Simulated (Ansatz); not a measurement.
Reaction (atomization): `C=CC(=C)C` → 5 C• + 8 H•

Program: Ansatz. Geometries: PBE0-D4/def2-TZVP. ΔE: electronic, gas phase. CCSD(T)/CBS is the MP2 limit (def2-TZVPP, def2-QZVPP) plus CCSD(T) − MP2 in def2-TZVPP, frozen cores. This one scheme is used for every species, atoms too. Open shells (•) are unrestricted, without spin–orbit coupling. Spin–orbit coupling would lower the free atoms: a little for C. One conformer a species, not always the lowest.

```csv
level,ΔE (kcal/mol)
MP2/def2-SVP,1272.0
SCS-MP2/def2-TZVPP,1290.9
CCSD/def2-TZVPP,1261.4
MP2/def2-QZVPP,1313.7
```

(1) What does CCSD(T)/CBS give? (Best estimate.)

Largest T1 diagnostic among the species: 0.011.

## Answers

(1) Ansatz gave: +1307.8 kcal/mol. The listed levels differ from it by -35.8, -16.9, -46.4, 5.9 kcal/mol.

From PBE to PBE0 (25 % exact exchange), in def2-TZVPP and without D4, ΔE moves by −19.2 kcal/mol: exact exchange takes away binding that semilocal exchange gives to molecules. Leaving LDA and LC-ωPBE aside and taking each functional with its dispersion term where it has one, the values, not all of them listed here, spread over 62.9 kcal/mol, from BHLYP-D4 to PBE-D4. LDA lies +153.0 kcal/mol from PBE without D4, its usual overbinding.

For atomizations the MP2-based limit and the directly extrapolated one differ by several kJ/mol either way, and by 10 to 25 for some Ge, Se and Sn compounds, so smaller differences from it don't rank the levels.
